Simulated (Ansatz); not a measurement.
A nudged elastic band was laid between two geometries of AlH5N (7 atoms, charge 0, multiplicity 2).

The calculation used UKS BLYP-D4/def2-SVP in Ansatz.

```
movable images  : 5
climbing image  : yes
spring          : 5.0 eV/Å²
optimiser       : quadratic models (default)
start path      : through a guess of the saddle point
force threshold : 0.05 eV/Å
iteration limit : 60
end points      : relaxed
```

Initial state:

```xyz
7
Properties=species:S:1:pos:R:3
Al -0.011 -0.017 0.695
H 0.598 -1.530 1.228
H 1.172 0.815 0.007
H -1.461 -0.216 0.048
N -0.121 0.348 2.549
H -0.871 0.002 3.164
H 0.693 0.598 3.129
```

Final state:

```xyz
7
Properties=species:S:1:pos:R:3
Al -0.255 -0.194 0.238
H 0.942 -0.837 2.570
H 1.144 0.501 -0.193
H -1.561 0.763 0.297
N 0.116 -0.265 2.334
H -0.680 -0.651 2.865
H 0.293 0.683 2.708
```

Task: Which bonds break or form, and what moves?

Result: Bonds broken: Al1–H2. Bonds formed: H2–N5.

Task: What energy profile does the band end with?

Result: The forces met the threshold. The highest image is number 1 of 0 to 6, 0.52 eV above the first end and 1.06 eV above the last; the last end lies 0.53 eV below the first. A vibrational analysis at the climbing image gives one clearly imaginary mode, 1269i cm⁻¹: a first-order saddle point.

```
image  path coordinate (Å)  energy (eV)  Al1–H2 (Å)  H2–N5 (Å)
    0                 0.00         0.00        1.72       2.41
    1                 0.94         0.52        1.81       1.41
    2                 1.41        -0.17        2.16       1.05
    3                 1.88        -0.46        2.55       1.03
    4                 2.35        -0.51        2.72       1.03
    5                 2.82        -0.53        2.71       1.03
    6                 3.29        -0.53        2.70       1.03
```

Task: What is the geometry of the highest image?

Result: 
```xyz
7
Properties=species:S:1:pos:R:3:forces:R:3
Al -0.009 -0.038 0.513 0.00 0.00 0.00
H 0.417 -1.078 1.931 0.00 0.00 0.00
H 1.173 0.814 -0.134 0.00 0.00 0.00
H -1.484 -0.191 -0.071 0.00 0.00 0.00
N -0.033 0.145 2.468 0.00 0.00 0.01
H -0.822 -0.125 3.073 0.00 0.00 0.00
H 0.758 0.472 3.039 0.00 0.00 0.00
```

Task: What are the harmonic wavenumbers there?

Result: 1269i, 342, 420, 480, 575, 644, 693, 744, 960, 1348, 1469, 1859, 1882, 3376, 3491 cm⁻¹.

The run took 100 s on 1 thread of Intel(R) Xeon(R) 6975P-C (Granite Rapids) (shared host), peak memory 0.14 GiB.
